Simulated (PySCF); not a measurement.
# Basis set benchmark on one molecule

Molecule: `C1C(C=O)C1`, C₄H₆O.

Structure with atom numbers: `[O:1]=[CH:2][CH:3]1[CH2:4][CH2:5]1`; H(Xn) means a hydrogen on atom n. Ha(C4), Ha(C5) are cis to C2 on the ring; Hb(C4), Hb(C5) are trans to C2 on the ring.

Geometry PBE0-D3(BJ)/def2-SVP throughout; GIAO in PySCF 2.14, gas phase, one conformer, non-relativistic; equivalent atoms averaged; functional PBE0.

Reference values (measured; solution, not stated per compound (mostly CDCl3 or CCl4); Pretsch, Buehlmann, Badertscher, Structure Determination of Organic Compounds, 4th ed. (2009)): δ(C3) = 22.7 ppm, δ(C4/C5) = 7.4 ppm, δ(H(C3)) = 1.79 ppm. Computed shifts are taken against TMS, calculated as an isolated molecule at each level.

How do the basis sets STO-3G, 6-31G, pcSseg-0, 6-31G*, def2-SVP, cc-pVDZ, pcSseg-1, aug-cc-pVDZ, 6-311+G(2d,p), def2-TZVP, cc-pVTZ, IGLO-III, pcSseg-2 perform against the reference? Times are CPU seconds on shared hosts with different chips, so compare them loosely.

Answers


```tsv
basis set	functions	C3	C4/C5	H(C3)	mean abs. error C	abs. error H	core-s
STO-3G	31	23.2	17.5	1.90	5.3	0.11	1.5
6-31G	57	25.1	7.6	1.62	1.3	0.17	2.9
pcSseg-0	57	26.2	7.8	1.51	1.9	0.28	3.2
6-31G*	82	22.7	6.4	1.46	0.5	0.33	4
def2-SVP	100	23.1	5.8	1.30	1.0	0.49	4.6
cc-pVDZ	100	25.2	6.6	1.32	1.7	0.47	6.1
pcSseg-1	115	24.5	6.0	1.49	1.6	0.30	14
aug-cc-pVDZ	169	25.2	5.9	1.66	2.0	0.13	13
6-311+G(2d,p)	171	25.1	5.7	1.60	2.1	0.19	10
def2-TZVP	191	25.1	5.6	1.59	2.1	0.20	12
cc-pVTZ	234	24.7	5.9	1.55	1.8	0.24	19
IGLO-III	235	25.9	5.8	1.64	2.4	0.15	19
pcSseg-2	264	26.1	6.3	1.62	2.3	0.17	24
```

For 13C the closest is 6-31G* (0.5 ppm) and the furthest STO-3G (5.3 ppm).

For 1H the closest is STO-3G (0.11 ppm, with aug-cc-pVDZ practically level) and the furthest def2-SVP (0.49 ppm). Where a smaller basis beats a larger one, errors probably cancel; the largest sets show where the functional converges. One molecule is a small sample, and vibrational and solvent effects are absent from the calculation.

A small basis that lands close on one nucleus may do so by chance; judge by the trend and by all nuclei.
